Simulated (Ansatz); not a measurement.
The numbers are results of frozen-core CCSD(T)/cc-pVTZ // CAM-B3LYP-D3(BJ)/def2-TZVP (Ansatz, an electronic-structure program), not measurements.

Ansatz 0.2 input:
```yaml
crystal:
  periodic: [false, false, false]
  atoms:
    - { symbol: C, position_ang: [1.93794, 0.20872, 0.166218] }
    - { symbol: C, position_ang: [0.467932, 0.466787, 0.12017] }
    - { symbol: C, position_ang: [-0.467929, -0.466786, 0.07843] }
    - { symbol: C, position_ang: [-1.937939, -0.20872, 0.032384] }
    - { symbol: H, position_ang: [2.153148, -0.859855, 0.161291] }
    - { symbol: H, position_ang: [2.386559, 0.641525, 1.063425] }
    - { symbol: H, position_ang: [2.444941, 0.661366, -0.689129] }
    - { symbol: H, position_ang: [0.161422, 1.510186, 0.121783] }
    - { symbol: H, position_ang: [-0.16142, -1.510186, 0.076847] }
    - { symbol: H, position_ang: [-2.153146, 0.859855, 0.037308] }
    - { symbol: H, position_ang: [-2.44494, -0.66136, 0.887735] }
    - { symbol: H, position_ang: [-2.386561, -0.641528, -0.86482] }
basis:
  gaussian: { orbitals: cc-pVTZ }
correlation:
  method: ccsd_t
```

Output:

```
Functional definition: HF
1297 factors; integrals over basis functions are off by at most 9.1e-4 eV
mean field evaluation 1: about -4246.3754 eV, gradient 3.3e1 eV
mean field evaluation 2: about -4246.3756 eV, gradient 3.3e1 eV
mean field evaluation 4: about -4249.5092 eV, gradient 3.2e0 eV
mean field evaluation 8: about -4249.5481 eV, gradient 1.5e-1 eV
mean field evaluation 16: about -4249.5502 eV, gradient 4.2e-1 eV
mean field -4249.54815942 eV, -156.1680144115 hartree, gradient 2.4e-6 eV, S^2 0.000000; 0 other end points of the search recorded, 0 dependent functions left out
4 core orbitals not correlated
reference -4249.54815942 eV, -156.1680144115 hartree; 12, 12 occupied and 216, 216 virtual orbitals, 1297 factors
second order -18.60178652 eV of doubles, -0.00000000 eV of singles
cycle   1  -19.23972170 eV  change   -6.4e-1 eV  update   8.4e-2
cycle   2  -19.71181430 eV  change   -4.7e-1 eV  update   2.6e-2
cycle   3  -19.78905945 eV  change   -7.7e-2 eV  update   1.0e-2
cycle   4  -19.78700272 eV  change    2.1e-3 eV  update   2.8e-3
cycle   5  -19.78772488 eV  change   -7.2e-4 eV  update   9.1e-4
cycle   6  -19.78779398 eV  change   -6.9e-5 eV  update   2.3e-4
cycle   7  -19.78775972 eV  change    3.4e-5 eV  update   5.4e-5
cycle   8  -19.78777187 eV  change   -1.2e-5 eV  update   1.6e-5
perturbative correction -0.81558226 eV, -0.0299720954 hartree
Total energy: -4270.15151355 eV, -156.9251737103 hartree
```

Cost: roughly 80 core-seconds.
